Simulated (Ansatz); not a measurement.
We consider rock-salt HfN, described by r²SCAN+SOC (PAW; Ansatz, a program for electronic structure).

Run with plane-wave cutoff 600 eV, 16×16×16 k mesh, Fermi–Dirac smearing 0.1 eV, finite displacements, PAW data made under PBE.

Cell (relaxed at this level):

```cif
data_HfN
_chemical_formula_sum 'Hf1 N1'
_space_group_name_H-M_alt 'P 1'
_space_group_IT_number 1
_cell_length_a 3.19840
_cell_length_b 3.19840
_cell_length_c 3.19840
_cell_angle_alpha 60.000
_cell_angle_beta 60.000
_cell_angle_gamma 60.000
loop_
_space_group_symop_operation_xyz
  'x, y, z'
loop_
_atom_site_label
_atom_site_type_symbol
_atom_site_fract_x
_atom_site_fract_y
_atom_site_fract_z
_atom_site_occupancy
Hf1 Hf 0.00000 0.00000 0.00000 1
N1 N 0.50000 0.50000 0.50000 1
```

Q: What does this level give for the zone-centre TO phonon frequency?

A: 
zone-centre TO phonon frequency: 492 cm⁻¹
